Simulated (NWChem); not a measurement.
Species: carbonyl sulfide (COS); SMILES O=C=S

```xyz
3

O      0.0000     0.0000    -1.6821
C      0.0000     0.0000    -0.5257
S      0.0000     0.0000     1.0382
```
Atoms are numbered in this order, from 1.

All runs: NWChem. Pople sets run with spherical d functions. The geometry was optimised at PBE0/def2-SVP. Total energies compare along this basis series because the functional is fixed.

```json
[
 {"level": "Hartree-Fock/STO-3G", "basis functions": "19", "energy (Ha)": "-504.4028", "highest occupied level (eV)": "-7.51", "orbital gap (eV)": "15.20", "dipole (D)": "0.06"},
 {"level": "Hartree-Fock/3-21G", "basis functions": "31", "energy (Ha)": "-507.6641", "highest occupied level (eV)": "-11.35", "orbital gap (eV)": "14.63", "dipole (D)": "0.06"},
 {"level": "Hartree-Fock/6-31G*", "basis functions": "46", "energy (Ha)": "-510.2576", "highest occupied level (eV)": "-11.39", "orbital gap (eV)": "14.72", "dipole (D)": "0.45"},
 {"level": "Hartree-Fock/6-31+G*", "basis functions": "58", "energy (Ha)": "-510.2611", "highest occupied level (eV)": "-11.48", "orbital gap (eV)": "13.06", "dipole (D)": "0.64"},
 {"level": "Hartree-Fock/6-311G**", "basis functions": "62", "energy (Ha)": "-510.3103", "highest occupied level (eV)": "-11.43", "orbital gap (eV)": "14.55", "dipole (D)": "…"},
 {"level": "Hartree-Fock/6-311++G**", "basis functions": "74", "energy (Ha)": "-510.3149", "highest occupied level (eV)": "-11.48", "orbital gap (eV)": "13.01", "dipole (D)": "0.72"}
]
```

Fill in the missing entries.


- Hartree-Fock/6-311G**, dipole (D): 0.56
